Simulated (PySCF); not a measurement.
Quadrupole coupling of pyrimidine: levels of theory against gas-phase measurements

Values to reproduce (atoms as numbered below): 14N at N3/N5: χzz = -4.78 MHz [1].
[1] measured, gas; W. C. Bailey, Calculation of NQCC in Gaseous State Molecules (compilation of microwave values)

Species: pyrimidine, C4H4N2.
SMILES with atom numbers: `[cH:1]1[cH:2][n:3][cH:4][n:5][cH:6]1` (hydrogens: H7 on C1; H8 on C2; H9 on C4; H10 on C6)

Structure used (GFN2-xTB), in Å, numbered top down from 1:
```
atom  x, y, z in Å
C1    -1.1296    0.1308    0.0859
C2    -0.2700    1.2162   -0.0113
N3     1.0412    1.0669   -0.1155
C4     1.4974   -0.1722   -0.1211
N5     0.7773   -1.2755   -0.0323
C6    -0.5335   -1.1224    0.0713
H7    -2.1970    0.2542    0.1690
H8    -0.6326    2.2365   -0.0060
H9     2.5693   -0.2961   -0.2068
H10   -1.1136   -2.0338    0.1442
```

Task: What do the calculations give?

Result: PySCF, non-relativistic, all at one geometry, with Q(14N) = 0.02044 b, means over equivalent atoms:

```
        level  functions  14N N3/N5 (MHz)  computed/reference − 1 (%)
  B3LYP/pcJ-1        202           -5.410                       +13.2
PBE0/pcSseg-1        122           -5.381                       +12.6
```

Closest here is PBE0/pcSseg-1 (12.6 % unsigned error), furthest B3LYP/pcJ-1 (13.2 %); one molecule doesn't rank methods. Computed values are for fixed nuclei, while measured ones can include vibrational averaging. GFN2-xTB bond lengths can be off by several hundredths of an ångström, more for odd bonds, and the gradients follow them.
